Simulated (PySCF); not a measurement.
# A diatomic session: CH−

One table from this session's results is given with a row withheld; the runs are named, their logs left out.

Method: H aug-pcseg-1, C aug-pcseg-1, no relativity; program: PySCF 2.14.0.

3 further runs of the same task are left out: 3 set aside as unsound or not needed.

The first run:

Settings of the job:

```yaml
atoms: H, C
charge: -1
basis: H aug-pcseg-1, C aug-pcseg-1
Hamiltonian: no relativity
basis_functions: 32
electrons_treated: 8
masses_in_u: 1.0078, 12.0000
levels: PBE0, PBE, r²SCAN, PW91, B2PLYP, TPSS, ωB97X, HF, MP2, SCS-MP2, CCSD, CCSD(T)
grid: 80 radial by 434 angular points
occupations: held fixed by the projection of orbital angular momentum
dissociation_limit: H + C−, each in its ground configuration
starting_distance_in_angstrom: 1.130
values_of_2S_to_try: 0, 2, 4
```

The run is started by

```sh
> OMP_NUM_THREADS=1 python dia.py task.json out
```

Among the steps run: Set-up; First curve: PBE0; PBE; r²SCAN; PW91; B2PLYP (double hybrid); TPSS (meta-GGA); ωB97X (range-separated hybrid); UHF (mean field); Correlated methods on the Hartree–Fock reference.

One of the session's tables, all rows but one given; the rest of the session is left out.

| level | Re (Å) | ωe (cm⁻¹) | De (eV) |
| --- | --- | --- | --- |
| UHF | 1.131 | 2738 | 2.43 |
| UHF-MP2 | 1.136 | 2759 | 3.23 |
| UHF-SCS-MP2 | 1.137 | 2743 | 3.38 |
| UHF-CCSD | 1.144 | 2654 | 3.29 |
| UHF-CCSD(T) | ? | ? | ? |
| PBE | 1.157 | 2553 | 3.57 |
| PW91 | 1.155 | 2557 | 3.58 |
| TPSS | 1.151 | 2579 | 3.68 |
| r²SCAN | 1.147 | 2604 | 3.53 |
| PBE0 | 1.145 | 2650 | 3.53 |
| ωB97X | 1.143 | 2665 | 3.54 |
| B2PLYP | 1.142 | 2659 | 3.54 |

Q: Estimate the row for UHF-CCSD(T) from the others.

**Answer.** Re (Å): 1.146; ωe (cm⁻¹): 2631; De (eV): 3.32. In the column «Re (Å)» it lies between PBE0 (1.145) and r²SCAN (1.147).
